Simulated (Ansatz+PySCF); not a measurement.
The numbers below are computed, except where a source is named.
## Ansatz (development build ahead of 0.2.0) run

```yaml
crystal:
  periodic: [false, false, false]
  atoms:
    - { symbol: C, position_ang: [1.26145, -0.24419, 0.091] }
    - { symbol: "N", position_ang: [0.08765, 0.46575, -0.13069] }
    - { symbol: C, position_ang: [-1.20054, -0.18594, 0.02955] }
    - { symbol: H, position_ang: [-1.99503, 0.48804, -0.29616] }
    - { symbol: H, position_ang: [1.25155, -1.27872, -0.25704] }
    - { symbol: H, position_ang: [2.19189, 0.2997, 0.03827] }
    - { symbol: H, position_ang: [0.11922, 1.4128, 0.23707] }
    - { symbol: H, position_ang: [-1.21469, -1.07784, -0.59669] }
    - { symbol: H, position_ang: [-1.39141, -0.49806, 1.06242] }
basis:
  gaussian: { orbitals: cc-pVTZ }
magnetization:
  initial_magnetization: 1
hamiltonian:
  xc: hf
correlation:
  method: mp2
  frozen_orbitals: { C: 1, H: 0, "N": 1 }
output:
  forces: true
```

The input is written out in the form of the current development build from the run's settings. Correlation on restricted open-shell orbitals is semicanonical, with singles.

The run gave:

```yaml
Converged: yes
Reference_energy: -133.66421 hartree
Correlation_energy: -0.54835 hartree
Total_energy: -134.21256 hartree
Spin_squared_of_the_determinant: 0.750
Stability_test: minimum among restricted orbitals
```

Forces (eV/Å):
| atom | Fx | Fy | Fz |
| --- | --- | --- | --- |
| C1 | -0.462 | -0.470 | -0.284 |
| N2 | 0.352 | 0.496 | 0.165 |
| C3 | 0.245 | -0.050 | 0.095 |
| H4 | 0.134 | -0.131 | 0.029 |
| H5 | 0.015 | 0.360 | 0.180 |
| H6 | -0.108 | 0.074 | 0.029 |
| H7 | -0.083 | -0.381 | -0.145 |
| H8 | -0.061 | 0.065 | 0.000 |
| H9 | -0.033 | 0.037 | -0.069 |
